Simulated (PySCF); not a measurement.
2,2-dimethylbutane, C6H14.
Structure used (GFN2-xTB), in Å, numbered top down from 1:
```xyz
20
C6H14 angstrom
C      2.091   -0.528    0.077
C      0.973    0.162   -0.696
C     -0.420    0.121   -0.041
C     -1.394    0.862   -0.964
C     -0.904   -1.321    0.128
C     -0.407    0.818    1.321
H      2.234   -0.072    1.053
H      1.882   -1.585    0.213
H      3.024   -0.437   -0.476
H      1.249    1.209   -0.847
H      0.900   -0.298   -1.685
H     -1.083    1.896   -1.100
H     -2.397    0.859   -0.543
H     -1.433    0.386   -1.942
H     -0.875   -1.849   -0.822
H     -0.289   -1.860    0.844
H     -1.929   -1.330    0.493
H      0.208    0.274    2.033
H     -0.019    1.830    1.229
H     -1.416    0.873    1.723
```

The closed-shell SCF was solved with PySCF and density fitting under several settings on one GFN2-xTB geometry (grid level 2 and gas phase unless stated).

```json
{"settings": "PBE0/pcSseg-1", "basis functions": "172", "SCF cycles": "12", "E (Eh)": "-236.7490", "HOMO (eV)": "-8.69", "LUMO (eV)": "1.36", "dipole (D)": "0.04"}
{"settings": "CAM-B3LYP/def2-SVPD", "basis functions": "232", "SCF cycles": "12", "E (Eh)": "-236.7697", "HOMO (eV)": "-10.10", "LUMO (eV)": "1.31", "dipole (D)": "0.05"}
{"settings": "PBE0/IGLO-II", "basis functions": "216", "SCF cycles": "12", "E (Eh)": "-236.8390", "HOMO (eV)": "-8.67", "LUMO (eV)": "1.36", "dipole (D)": "0.06"}
{"settings": "PBE0/6-311G**, fitting basis def2-qzvpp-jkfit", "basis functions": "192", "SCF cycles": "9", "E (Eh)": "-236.8409", "HOMO (eV)": "-8.65", "LUMO (eV)": "1.29", "dipole (D)": "0.05"}
{"settings": "PBE0/6-31G, IEF-PCM chloroform, grid level 4, level shift 0.3 Eh", "basis functions": "82", "SCF cycles": "10", "E (Eh)": "-236.7250", "HOMO (eV)": "-8.41", "LUMO (eV)": "2.52", "dipole (D)": "0.04"}
```

Problem. Estimate the row for these settings: KT3/6-311G**, energy threshold 1e-06 Eh, damping 0.1 at the start, DIIS from the seventh cycle.

Solution. 
```csv
settings,basis functions,SCF cycles,E (Eh),HOMO (eV),LUMO (eV),dipole (D)
"KT3/6-311G**, energy threshold 1e-06 Eh, damping 0.1 at the start, DIIS from the seventh cycle",192,15,-241.0544,-7.42,0.43,0.05
```

Problem. Over all rows, what range does the HOMO–LUMO gap span?

Solution. From 7.85 eV (KT3/6-311G**, energy threshold 1e-06 Eh, damping 0.1 at the start, DIIS from the seventh cycle) to 11.41 eV (CAM-B3LYP/def2-SVPD). The functional of the narrowest has no exact exchange, that of the widest range-separated exact exchange.

Problem. Compare two rows with the functional PBE0: PBE0/IGLO-II and PBE0/6-311G**, fitting basis def2-qzvpp-jkfit. Which energy is lower, and by how much?

Solution. PBE0/6-311G**, fitting basis def2-qzvpp-jkfit (192 functions) lies 0.0019 Eh or 1.2 kcal/mol below PBE0/IGLO-II (216 functions).

Cycle counts include a coarse-grid stage where the run had one. All basis functions are spherical, in the Pople sets too. KT3 was designed for NMR shieldings or shifts; total energies of different functionals aren't comparable. Geometry: GFN2-xTB; no vibrations or thermal averaging.
